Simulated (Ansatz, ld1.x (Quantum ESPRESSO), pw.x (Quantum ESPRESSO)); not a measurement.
**pw.x on bcc Rb: one setting changed**

Potential: PAW, ld1.x (Quantum ESPRESSO) 7.5, PBEsol; core [Ar] 3d10, reference 4s2 4p6 5s1 5p0; waves: 4s (bound): rcut 1.90, rcutus 2.10 bohr; 5s (bound): rcut 1.90, rcutus 2.10 bohr; 4p (bound): rcut 2.65, rcutus 3.35 bohr; 5p (bound, empty): rcut 2.65, rcutus 3.35 bohr; 4d channel at 0.2 Ry: rcut 2.45, rcutus 3.20 bohr; 4d channel at 1.05 Ry: rcut 2.45, rcutus 3.20 bohr; 4f channel at 0.25 Ry: rcut 2.50, rcutus 2.80 bohr; local part: all-electron potential smoothed inside 3.30 bohr (lloc = -1); core correction: Bessel-smoothed model core inside 1.65 bohr; augmentation: PSQ, inside the norm-conserving radii.

The reference run (k-mesh 8³, cutoffs 40/320 Ry, Fermi–Dirac 0.01 Ry, mixing_beta 0.4, conv_thr 1e-9, no spin) gives -0.01 GPa at 86.891 Å³/atom, where all-electron LAPW gives -0.00 GPa. This run, with its own iteration cap, changes occupations to fixed, a wrong or extreme entry chosen on purpose.

```
&control
  calculation='scf', prefix='x', pseudo_dir='./', outdir='./tmp', tstress=.true., disk_io='none'
/
&system
  ibrav=0, nat=1, ntyp=1, ecutwfc=40, ecutrho=320, nbnd=12,
  occupations='fixed'
/
&electrons
  conv_thr=1e-09, mixing_beta=0.4, electron_maxstep=70
/
ATOMIC_SPECIES
Rb 1.0 Rb.UPF
CELL_PARAMETERS angstrom
  -2.79021885 2.79021885 2.79021885
  2.79021885 -2.79021885 2.79021885
  2.79021885 2.79021885 -2.79021885
ATOMIC_POSITIONS crystal
Rb 0.0000 0.0000 0.0000
K_POINTS automatic
8 8 8 0 0 0
```

```bash
pw.x < Rb.scf.in > Rb.scf.out
```

Task: How does the run end?

Result: It stops with "electrons: charge is wrong: smearing is needed".

```
Message from routine setup:
     the system is metallic, specify occupations
     Message from routine setup:
     using ibrav=0 with symmetry is DISCOURAGED, use correct ibrav instead
     lattice parameter (alat)  =       9.1327  a.u.
     unit-cell volume          =     586.3695 (a.u.)^3
     number of electrons       =         9.00
     number of Kohn-Sham states=           12
     kinetic-energy cutoff     =      40.0000  Ry
     charge density cutoff     =     320.0000  Ry
     scf convergence threshold =      1.0E-09
     Exchange-correlation= SLA  PW   PSX  PSC
     number of k points=    29
     iteration #  1     ecut=    40.00 Ry     beta= 0.40
     c_bands:  1 eigenvalues not converged
     c_bands:  1 eigenvalues not converged
     Error in routine electrons (1):
     charge is wrong: smearing is needed
```

The run took about 15 s on one core of a shared server CPU.
